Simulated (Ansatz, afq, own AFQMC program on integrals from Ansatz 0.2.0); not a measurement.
## SiGeH3, doublet → SiGeH3⁺, singlet

```xyz
5

Si   -0.0291    0.0911    1.6863
Ge    0.0129   -0.0156   -0.6336
H     0.2341   -1.4090    1.7523
H    -0.3266   -1.2336   -1.5256
H    -0.0229    1.2257   -1.5544
```

Connectivity, by distances: SiH–GeH2.

E(singlet, charge +1) − E(doublet, charge +0) at this geometry, on ROHF and RHF determinants.

Basis cc-pVDZ. Only valence electrons are correlated. Ansatz 0.2.0 and our own AFQMC program on the same integrals; the CISD trial comes from CCSD amplitudes, and released means the phaseless constraint is let go. ± is one standard error of the sampling. No spin–orbit coupling. The errors of all members are added in quadrature.

No full CI on the walks' own integrals is used here; CCSDT(Q) serves as the reference and is uncertain by about the last step of the cluster series. Each member takes its own surest rung, up to full CI.

Errors are counted within cc-pVDZ, not against nature.

Cautions: inner d shell frozen; no relativity below Rb; no spin-orbit coupling; SiGeH₃ (doublet): higher spins were not checked, a spin-contaminated unrestricted determinant lies lower (UHF 167 meV lower, ⟨S²⟩ 0.96), the released energies move by 1.5 errors or more from one time to the next, so no released level is given (meV from the phaseless value at times in 1/Eh: -2 ± 3 at 0.24, -7.4 ± 2.0 at 0.51, -9.7 ± 1.9 at 0.99, -9 ± 7 at 1.62, -17 ± 3 at 2.40), its ph-AFQMC/CISD value lies 24 ± 3 meV above CCSDT(Q); SiGeH₃⁺ (singlet): restricted determinant unstable towards unrestricted (UHF 234 meV lower, ⟨S²⟩ 0.64), raised T1 diagnostic (T1 0.024, weight of the determinant 0.86, largest double 0.08), the released energies are still falling, so no released level is given (meV from the phaseless value at times in 1/Eh: -3 ± 3 at 0.24, -4 ± 3 at 0.51, -8 ± 4 at 0.99, -10 ± 3 at 1.62, -14 ± 3 at 2.40), though the last usable value meets CCSDTQ within the noise.

```
level  vertical ionization energy (kJ/mol)
  MP2                                773.7
 CCSD                                769.1
```

(1) From these cheaper values, estimate the vertical ionization energy at the reference level in cc-pVDZ.

(1) 774.4 kJ/mol (CCSDT(Q) in cc-pVDZ).

```json
{"level": "HF", "vertical ionization energy (kJ/mol)": "723.2", "error against CCSDT(Q) (kJ/mol)": "-51.2"}
{"level": "CCSD(T)", "vertical ionization energy (kJ/mol)": "773.4", "error against CCSDT(Q) (kJ/mol)": "-1.0"}
{"level": "CCSDT", "vertical ionization energy (kJ/mol)": "774.3", "error against CCSDT(Q) (kJ/mol)": "-0.2"}
{"level": "ph-AFQMC/CISD", "vertical ionization energy (kJ/mol)": "773.5 ± 0.5", "error against CCSDT(Q) (kJ/mol)": "-1.0 ± 0.5"}
```

Correlation beyond CCSD(T) adds 1.0 kJ/mol. The perturbative (T) step is worth +4.4 kJ/mol.
